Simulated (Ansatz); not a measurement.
Ansatz (an electronic-structure program) input:

Ansatz 0.2 input:
```yaml
crystal:
  periodic: [false, false, false]
  atoms:
    - {symbol: B, position_ang: [-0.01042568, 0.48239422, -0.02877549]}
    - {symbol: F, position_ang: [1.09917003, -0.22865446, -0.00534229]}
    - {symbol: F, position_ang: [-1.11223852, -0.24082002, -0.01974427]}
basis:
  gaussian:
    orbitals: def2-TZVP
hamiltonian:
  xc: b3lyp
  dispersion: d3bj
magnetization: {spin_polarized: true, initial_magnetization: 1}
relax: {f_tol: 0.002, max_steps: 150}
```

**Question.** Which total energy does the run end on?

**Answer.** -224.67694 Eh (B3LYP-D3(BJ)/def2-TZVP). The basis has 93 functions.

It need not be the lowest isomer of its formula.
